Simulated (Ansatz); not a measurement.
**B2H2 (singlet): wave-function methods side by side at distance B1–H3 = 0.927 Å, 6-31G**

The task here is to estimate one member of a computed series from the others.

Method: 6-31G, core rule «outside noble gas», up to 2 orbitals frozen; program: Ansatz 0.2.0, Gaussian basis.

Plan: UHF; CCSD(T) on RHF; CCSD(T) on UHF; BCCD(T) on RHF; CISD; CCSDT(Q) on RHF; CCSDT(Q) on UHF; CISDTQ; CCSDTQ on RHF; CASSCF and MRCISD+Q, 2 electrons in 2 orbitals; CASSCF and NEVPT2, 2 electrons in 2 orbitals; CASSCF and MRCISD+Q, 8 electrons in 10 orbitals; CASSCF and NEVPT4(SD), 8 electrons in 10 orbitals; CASSCF and NEVPT2, 8 electrons in 10 orbitals; Full CI.

15 further runs of the same task are left out: 10 that didn't finish, 5 set aside as unsound or not needed.

### The geometry

The geometry derives from a PBE0/def2-TZVP stationary point (not a proven minimum). One bond is set to the value named and the two fragments are kept rigid.

4 atoms, charge 0, spin multiplicity 1.

Atoms are counted from 1 here; the program's logs count them from 0.

Bond lengths: B1–B2 1.525 Å, B1–H3 0.927 Å, B2–H4 1.176 Å. Angles: B2–B1–H3 180.0°, B1–B2–H4 180.0°.

The first run:

Input file in.yaml:

```yaml
crystal:
  periodic: [false, false, false]
  atoms:
    - {symbol: B, position_ang: [0.000000, 0.000000, 0.824703]}
    - {symbol: B, position_ang: [0.000000, 0.000000, -0.700336]}
    - {symbol: H, position_ang: [0.000000, 0.000000, 1.751703]}
    - {symbol: H, position_ang: [0.000000, 0.000000, -1.876070]}
basis:
  gaussian: {orbitals: 6-31G}
magnetization: {spin_polarized: true, initial_magnetization: 0}
hamiltonian: {xc: hf}
output: {orbitals: {seedname: orbitals}}
```

Run with:

```sh
> ansatz run in.yaml --threads 1 --pin off --events-out ev --progress --plain --max-ram 2393MiB
```

Among the steps run: UHF; CCSD(T) on RHF; CCSD(T) on UHF; BCCD(T) on RHF; CISD; CCSDT(Q) on RHF; CCSDT(Q) on UHF; CISDTQ; CCSDTQ on RHF; CASSCF and MRCISD+Q, 2 electrons in 2 orbitals; CASSCF and NEVPT2, 2 electrons in 2 orbitals; CASSCF and MRCISD+Q, 8 electrons in 10 orbitals; CASSCF and NEVPT4(SD), 8 electrons in 10 orbitals; CASSCF and NEVPT2, 8 electrons in 10 orbitals; Full CI.

One of the session's tables, all rows but one given; the rest of the session is left out.

| method | from FCI (kJ/mol) |
| --- | --- |
| RHF | +320.0 |
| RMP2 | +92.0 |
| CISD | +36.5 |
| RCCSD | +20.6 |
| RCCSD(T) | +12.3 |
| BCCD(T) | +12.3 |
| RCCSDT | +2.8 |
| CISDTQ | ? |
| RCCSDT(Q) | -0.4 |
| RCCSDTQ | +0.1 |
| CASSCF valence | +77.9 |
| NEVPT2 valence | +24.2 |
| NEVPT4(SD) valence | +3.8 |
| MRCISD valence | +1.8 |
| MRCISD+Q valence | +0.5 |
| FCI | 0 |

Q: Estimate the row for CISDTQ from the others.

As computed: from FCI (kJ/mol): +3.3. In the column «from FCI (kJ/mol)» it lies between RCCSDT (+2.8) and NEVPT4(SD) valence (+3.8).

Not comparable, so not listed: CASSCF and MRCISD+Q, 2 electrons in 2 orbitals (they don't share determinant, frozen orbitals or solution with the rows shown, or repeat one).

Caveats from the session: The report flags that the cluster equations may have other roots. Left out of the table: CASSCF pair, NEVPT2 pair (the active space lost an orbital or holds another state than full CI finds). Left out of the table: UHF, UMP2, UCCSD, UCCSD(T), UCCSDT, UCCSDT(Q) (another determinant or state than the rows shown). The program flags RCCSDT(Q), RCCSDTQ as in doubt, so those rows may rest on another solution; read them beside their warnings. RCCSDT(Q) falls below full CI, which methods that aren't variational can do. Warnings in the runs' records: passed over end.
